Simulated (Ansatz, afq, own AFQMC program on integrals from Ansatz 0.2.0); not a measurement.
# Where AFQMC and coupled cluster stand for NH3Br, doublet

```xyz
5

N    -2.3563   -0.0059   -0.0092
H    -2.6536    0.9620   -0.0092
H    -2.6536   -0.4082    0.8711
H    -1.1673   -0.0059   -0.0092
Br    0.4947   -0.0059   -0.0092
```

Connectivity, by distances: NH2 ··· Br, 1 bridging H.

Basis cc-pVTZ. Noble-gas cores (and the filled d shells of Ga–Kr and In–Xe) are frozen. AFQMC by an in-house program on the Cholesky factors that Ansatz 0.2.0 writes for its CCSD(T) run. The CISD trial takes its coefficients from CCSD amplitudes. Released means that phaseless walkers are propagated on without the constraint, phases kept. Error bars are statistical, one sigma. No spin–orbit coupling.

Determinant: UHF, the one that the program's search chose, which needn't be the lowest solution. The geometry is a point of a scan.

No full CI on the walks' own integrals is used here. The released AFQMC energy serves as the reference, which it does only where one determinant dominates, the energy is flat over the last release times and near the phaseless one (40 meV or 2 meV an electron, half that with transition metals). On small molecules, where full CI could be run and the noise was under 10 meV, such values lay within 10 meV of it in 19 cases of 20, a flattering rate, since the rule was set on those same cases; what remains of the bias isn't in the error bar.

Cautions: no relativity below Rb; no spin-orbit coupling; inner d shell frozen; unrestricted determinant slightly spin contaminated (⟨S²⟩ 0.80 against 0.75); the released value is read at 1.50 1/Eh (meV from the phaseless value at times in 1/Eh: -10 ± 8 at 0.24, -32 ± 9 at 0.51, -22 ± 8 at 0.99, -24 ± 8 at 1.50).

```
T1 diagnostic                               : 0.0183
weight of the determinant in the CISD state : 0.855
⟨S²⟩ of the determinant                     : 0.803
size of the correlated space                : 15 electrons in 100 orbitals
```

```csv
level,correlation energy (eV)
MP2,-10.4731
CCSD,-11.3469
CCSD(T),-11.7766
```

Estimate where AFQMC with the constraint released lies against CCSD(T) on the same integrals.

1.31 ± 0.31 mEh below CCSD(T).

Reference: AFQMC with the constraint released, correlation energy -11.812 ± 0.008 eV.

| level | E − E(reference) (mEh) | share of correlation (%) |
| --- | --- | --- |
| CCSD(T) | 1.31 ± 0.31 | 99.70 |
| ph-AFQMC/HF | 4.56 ± 1.15 | 98.95 |
| ph-AFQMC/CISD | 0.89 ± 0.38 | 99.80 |

A walk keeps the symmetry of its determinant, which the program's search chose and which needn't be the lowest solution, so a lower state of the same spin and another symmetry isn't excluded. Released energies are given only where the last usable release times agree within the noise; a slower fall can still hide under it.
